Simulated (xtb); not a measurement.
LiH, SMILES [LiH]. All values are semi-empirical tight-binding results from xtb (GFN2-xTB unless named), good for trends rather than for accurate numbers. Geometry: GFN2-xTB.

Optimised geometry:

```xyz
2

Li     0.0000     0.0000    -0.3436
H      0.0000     0.0000     1.0307
```

For metal compounds this method's bond lengths and energies can be far off.

Computed properties:
```json
{
  "point_group_as_xtb_finds_it": "C∞v",
  "orbital_gap": "5.66 eV"
}
```

Computed IR lines (harmonic; lines under 4 % of the strongest left out, lines within 3 cm⁻¹ merged):
ν (cm⁻¹): 1440 (vs) (against the strongest line: vs over 80 %, s over 45 %, m over 15 %, w over 4 %, vw less)

**Question.** Give the atomic charges. (An estimate is asked for; the answer gives what the named calculation found.)

**Answer.** charges (e) Li1 0.38, H2 -0.38.
